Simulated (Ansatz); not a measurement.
Relaxed structures of CH₅AlN, doublet (PBE0-D4/def2-TZVP; forces vanish, vibrations not checked; lower isomers may exist, and structures with a doubtful reference or unclear bonds are left out; Å). Computed with Ansatz 0.2.0 (basis: def2-TZVPP); correlated methods freeze the cores; orbitals are unrestricted.

Question: Rank them by CCSD(T) energy, lowest first, and give each one's height above the lowest. Links in brackets join atoms within 1.22 times the sum of their covalent radii (1.1 for two metals). (Judge from chemistry; the value comes from the calculation.)
A.
CH₅AlN ([CH2][NH][AlH2])
```
8
angstrom
C -0.6760 0.9889 -0.1587
N -0.4878 -0.1982 0.4901
Al 0.7745 -1.4649 0.2988
H 0.0193 1.2776 -0.9336
H -1.1939 -0.3692 1.1941
H -1.5069 1.6293 0.0985
H 1.8899 -1.2235 -0.7940
H 0.6270 -2.7073 1.2646
```
B.
CH₅AlN ([NH3][C][AlH2])
```
8
angstrom
C -0.5543 -0.2311 0.1148
N -0.6524 1.1720 -0.2521
Al 0.6912 -1.5445 0.3483
H -1.2012 1.3453 -1.1026
H 0.2881 1.5364 -0.4399
H -1.0494 1.7702 0.4821
H 2.2161 -1.1151 0.0875
H 0.2898 -3.0167 0.7813
```
C.
CH₅AlN ([CH3][N][AlH2])
```
8
angstrom
C -0.6720 1.1761 -0.2517
N -0.0451 -0.0376 0.0109
Al 0.8147 -1.5170 0.3291
H -1.3595 1.1391 -1.1082
H 0.1065 1.9118 -0.5190
H -1.1967 1.5958 0.6180
H 2.3889 -1.4873 0.1674
H -0.0369 -2.7808 0.7534
```

Answer: By the calculation: A (0.000 eV), C (0.624 eV), B (3.634 eV). Heights count from the lowest.

T1 diagnostic: at most 0.022. ⟨S²⟩ of the unrestricted Hartree–Fock references: 0.76 to 0.83 (a pure state has 0.75). The unrestricted reference is spin-contaminated, which hurts MP2 most.

For scale, one of the runs: CCSD(T)/def2-TZVPP, 174 basis functions, launched by `ansatz run in.yaml --threads 2 --pin off --events-out ev --progress --plain --max-ram 4352MiB`. Hardware: 2 CPU threads of an Arm Neoverse V1, shared host. Wall time 100 s; peak host memory 3.6 GiB.
